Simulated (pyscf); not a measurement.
## Four-centre exchange: F–SiH(F)–F (SMILES F[SiH](F)F) + HF (SMILES F) → F–SiH(F)–F (SMILES F[SiH](F)F) + HF (SMILES F)

Gas phase, singlet surface, charge 0. Bonds broken: Si2–H5, F6–H7. Bonds formed: Si2–H7, H5–F6. Structures and frequencies: ωB97X-D3(BJ)/def2-SVP in PySCF. Correlated levels are frozen-core, on RHF or UHF. ΔMP2 is the change of the MP2 total energy from the triple- to the quadruple-zeta basis.

Transition state (Å):

```xyz
7

F      0.5869     1.2814    -0.6693
Si     0.7925    -0.1489     0.0422
F      2.3613    -0.5009    -0.0270
F      0.0144    -1.2340    -0.8584
H      0.0867    -0.6521     1.7099
F     -0.1725    -0.1297     2.7570
H      0.2902     0.3778     1.7742
```

One imaginary mode, 2627i cm⁻¹; descent along it reached the two sides named.

```csv
bond,change,reactant side (Å),saddle,product side
Si2–H5,breaks,1.461,1.879,4.0
F6–H7,breaks,0.924,1.199,2.382
Si2–H7,forms,4.0,1.879,1.461
H5–F6,forms,2.382,1.199,0.924
```

Electronic energies relative to the separated reactants (eV):

| level | barrier | reaction energy | reverse barrier |
|---|---|---|---|
| ωB97X-D3(BJ)/def2-TZVP | 3.19 | 0.00 | 3.19 |
| PBE/def2-TZVP | 2.60 | 0.00 | 2.60 |
| r²SCAN/def2-TZVP | 2.93 | 0.00 | 2.93 |
| B3LYP-D3(BJ)/def2-TZVP | 3.09 | 0.00 | 3.09 |
| PBE0-D3(BJ)/def2-TZVP | 2.99 | 0.00 | 2.99 |
| M06-2X/def2-TZVP | 3.33 | 0.00 | 3.33 |
| ωB97M-D3(BJ)/def2-TZVP | 3.17 | 0.00 | 3.17 |
| HF/def2-TZVP | 4.42 | 0.00 | 4.42 |
| MP2/def2-QZVPP | 3.35 | 0.00 | 3.35 |
| CCSD/def2-TZVPP | 3.58 | 0.00 | 3.58 |
| CCSD(T)/def2-TZVPP | 3.40 | 0.00 | 3.40 |
| CCSD(T)/def2-TZVPP + ΔMP2(QZVPP) | 3.40 | 0.00 | 3.40 |

With CCSD(T)/def2-TZVPP + ΔMP2(QZVPP) energies and thermal terms (ideal gas, 1 atm, RRHO with modes under 100 cm⁻¹ raised to 100, one conformer, R ln 2 for chiral ones without a mode under 150 cm⁻¹), in eV:

| T (K) | ΔH‡ | ΔG‡ | ΔH | ΔG |
|---|---|---|---|---|
| 298 | 3.24 | 3.57 | 0.00 | 0.00 |
| 600 | 3.26 | 3.90 | 0.00 | 0.00 |
| 900 | 3.29 | 4.22 | 0.00 | 0.00 |
| 1200 | 3.32 | 4.52 | 0.00 | 0.00 |

The same reactants have a lower exit, to F–Si(F)(F)–F + H₂ (barrier +1.30 eV at ωB97M-D3(BJ)/def2-TZVP, against +3.17 eV here). Another saddle between the same species, by other bonds, lies lower (1.13 eV against 3.17 eV at ωB97M-D3(BJ)/def2-TZVP). The CCSD(T) − MP2 part came from Ansatz, without density fitting, on the same reference.
